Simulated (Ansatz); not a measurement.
# BClH₂O (SMILES OBCl): single points off equilibrium

A test off equilibrium: a structure displaced at random from a GFN2-xTB minimum is computed at several levels, and each is set against CCSD(T).

Program: Ansatz 0.2.0, Gaussian basis. Level of theory: single points in def2-TZVPP. These are calculated values, not measurements.

Correlated methods freeze the cores.

## 1. The starting structure

5 atoms, charge 0, spin multiplicity 1.

Atoms are counted from 1 here; the program's logs count them from 0.

Bond lengths: O1–B2 1.315 Å, O1–H4 0.994 Å, B2–Cl3 1.795 Å, B2–H5 1.168 Å. Angles: B2–O1–H4 118.8°, O1–B2–Cl3 121.6°, O1–B2–H5 120.4°, Cl3–B2–H5 118.0°.

As a file:

```mol
BClH2O
  3D, bonds by distance, orders not assigned

  5  4  0  0  0  0  0  0  0  0999 V2000
   -0.8516   -0.6005    0.0314 O   0  0
    0.3782   -0.1465    0.1332 B   0  0
    0.8330    1.4788   -0.4779 Cl  0  0
   -1.5388   -0.0292   -0.4046 H   0  0
    1.1992   -0.7801    0.6710 H   0  0
  1  2  8  0
  1  4  8  0
  2  3  8  0
  2  5  8  0
M  END
```

## 2. CCSD(T)/def2-TZVPP

Input file run/in.yaml:

```yaml
crystal:
  periodic: [false, false, false]
  atoms:
    - {symbol: O, position_ang: [-0.851600, -0.600500, 0.031400]}
    - {symbol: B, position_ang: [0.378200, -0.146500, 0.133200]}
    - {symbol: Cl, position_ang: [0.833000, 1.478800, -0.477900]}
    - {symbol: H, position_ang: [-1.538800, -0.029200, -0.404600]}
    - {symbol: H, position_ang: [1.199200, -0.780100, 0.671000]}
basis:
  gaussian: {orbitals: def2-TZVPP}
correlation: {method: ccsd_t}
output: {forces: true}
```

No record of the launch command was kept for these runs.

## 3. PBE0-D4/def2-TZVPP

run/in.yaml: that of step 2 with these lines changed.

```diff
@@ -10,3 +10,3 @@
   gaussian: {orbitals: def2-TZVPP}
-correlation: {method: ccsd_t}
-output: {forces: true}
+hamiltonian: {xc: pbe0, dispersion: d4}
+output: {forces: true, orbitals: {seedname: orbitals}}
```

## 4. wB97M-V/def2-TZVPP

run/in.yaml: that of step 3 with these lines changed.

```diff
@@ -10,3 +10,3 @@
   gaussian: {orbitals: def2-TZVPP}
-hamiltonian: {xc: pbe0, dispersion: d4}
-output: {forces: true, orbitals: {seedname: orbitals}}
+hamiltonian: {xc: {name: wB97M-V}}
+output: {forces: true}
```

## 5. r2SCAN-D4/def2-TZVPP

run/in.yaml: that of step 4 with these lines changed.

```diff
@@ -10,3 +10,3 @@
   gaussian: {orbitals: def2-TZVPP}
-hamiltonian: {xc: {name: wB97M-V}}
+hamiltonian: {xc: r2scan, dispersion: d4}
 output: {forces: true}
```

## 6. PBE-D4/def2-TZVPP

run/in.yaml: that of step 5 with these lines changed.

```diff
@@ -10,3 +10,3 @@
   gaussian: {orbitals: def2-TZVPP}
-hamiltonian: {xc: r2scan, dispersion: d4}
+hamiltonian: {xc: pbe, dispersion: d4}
 output: {forces: true}
```

## 7. BLYP-D4/def2-TZVPP

run/in.yaml: that of step 6 with these lines changed.

```diff
@@ -10,3 +10,3 @@
   gaussian: {orbitals: def2-TZVPP}
-hamiltonian: {xc: pbe, dispersion: d4}
+hamiltonian: {xc: {name: BLYP}, dispersion: d4}
 output: {forces: true}
```

## 8. HSE06-D4/def2-TZVPP

run/in.yaml: that of step 7 with these lines changed.

```diff
@@ -10,3 +10,3 @@
   gaussian: {orbitals: def2-TZVPP}
-hamiltonian: {xc: {name: BLYP}, dispersion: d4}
+hamiltonian: {xc: hse06, dispersion: d4}
 output: {forces: true}
```

(Steps that only read results are left out.)

**Question.** What will these runs give? Wanted: energy less free atoms, CCSD(T)/def2-TZVPP; RMS force component; RMS force error; HOMO and LUMO, PBE0-D4; T1 diagnostic.

**Answer**, as computed:

| quantity | value |
| --- | --- |
| energy less free atoms, CCSD(T)/def2-TZVPP | -1834.3 kJ/mol |
| RMS force component | 0.775 to 0.920 eV/Å over the methods |
| RMS force error | PBE0-D4 0.176, wB97M-V 0.122, r2SCAN-D4 0.131, PBE-D4 0.201, BLYP-D4 0.237, HSE06-D4 0.175 eV/Å |
| HOMO and LUMO, PBE0-D4 | -9.04 and -0.30 eV |
| T1 diagnostic | 0.012 |

In words: Against CCSD(T) the functionals' energies less atoms differ by -95.5 to -51.4 kJ/mol, PBE-D4 by -95.5 kJ/mol. A larger basis would deepen the CCSD(T) value, while the functionals are nearly converged already, so the order here is not reliable. For forces wB97M-V does best and BLYP-D4 worst. Frozen-core CCSD(T) forces in triple zeta carry basis errors of their own, and this is one geometry, so small gaps rank nothing.
